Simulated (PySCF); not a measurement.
**Which functional comes closest?**

Molecule: `C1=CSC(C)=C1`, C5H6S.

Atom-mapped SMILES (the numbers label the heavy atoms): `[CH3:1][c:2]1[cH:3][cH:4][cH:5][s:6]1`. Each H is labelled by its parent atom.

Geometry PBE0-D3(BJ)/def2-SVP throughout; GIAO in PySCF 2.14.0 with density-fitted response routines, gas phase, one conformer, non-relativistic; equivalent atoms averaged; basis pcSseg-1.

Reference values (estimated from measurements, as parent shift plus tabulated substituent increments; solution, not stated per compound (mostly CDCl3 or CCl4); Pretsch, Buehlmann, Badertscher, Structure Determination of Organic Compounds, 4th ed. (2009)): δ(H(C3)) = 6.75 ppm, δ(H(C4)) = 6.89 ppm, δ(H(C5)) = 7.07 ppm. Computed shifts are taken against TMS, calculated as an isolated molecule at each level.

Task: How do the functionals HF, LDA, PBE, BLYP, BP86, OPBE, KT2, KT3, B97-D, B3LYP, PBE0, mPW1PW91, WP04, B97-2, BHandHLYP, CAM-B3LYP, wB97X-D, LC-wPBE perform against the reference? Times are CPU seconds on shared hosts with different chips, so compare them loosely.

Result: 
| functional | kind | H(C3) | H(C4) | H(C5) | mean abs. error H | core-s |
| --- | --- | --- | --- | --- | --- | --- |
| HF | Hartree–Fock | 6.83 | 6.94 | 7.11 | 0.06 | 3.9 |
| LDA | LDA | 6.77 | 6.86 | 6.88 | 0.08 | 11 |
| PBE | GGA | 6.73 | 6.81 | 6.83 | 0.11 | 14 |
| BLYP | GGA | 6.63 | 6.70 | 6.73 | 0.22 | 14 |
| BP86 | GGA | 6.73 | 6.81 | 6.83 | 0.11 | 13 |
| OPBE | GGA | 6.81 | 6.92 | 6.94 | 0.07 | 14 |
| KT2 | GGA | 6.66 | 6.72 | 6.76 | 0.19 | 16 |
| KT3 | GGA | 6.64 | 6.70 | 6.76 | 0.20 | 16 |
| B97-D | GGA | 6.66 | 6.73 | 6.78 | 0.18 | 16 |
| B3LYP | global hybrid | 6.70 | 6.76 | 6.87 | 0.13 | 11 |
| PBE0 | global hybrid | 6.81 | 6.90 | 6.98 | 0.05 | 18 |
| mPW1PW91 | global hybrid | 6.79 | 6.87 | 6.98 | 0.05 | 11 |
| WP04 | global hybrid | 6.52 | 6.60 | 6.79 | 0.27 | 16 |
| B97-2 | global hybrid | 6.76 | 6.84 | 6.94 | 0.06 | 16 |
| BHandHLYP | global hybrid | 6.77 | 6.84 | 7.00 | 0.05 | 15 |
| CAM-B3LYP | range-separated hybrid | 6.73 | 6.81 | 6.97 | 0.07 | 20 |
| wB97X-D | range-separated hybrid | 6.79 | 6.88 | 7.02 | 0.03 | 21 |
| LC-wPBE | range-separated hybrid | 6.83 | 6.94 | 7.13 | 0.06 | 30 |

For 1H the closest is wB97X-D (0.03 ppm, with BHandHLYP, mPW1PW91, PBE0, HF, B97-2, LC-wPBE practically level) and the furthest WP04 (0.27 ppm). One molecule is a small sample, and vibrational and solvent effects are absent from the calculation.
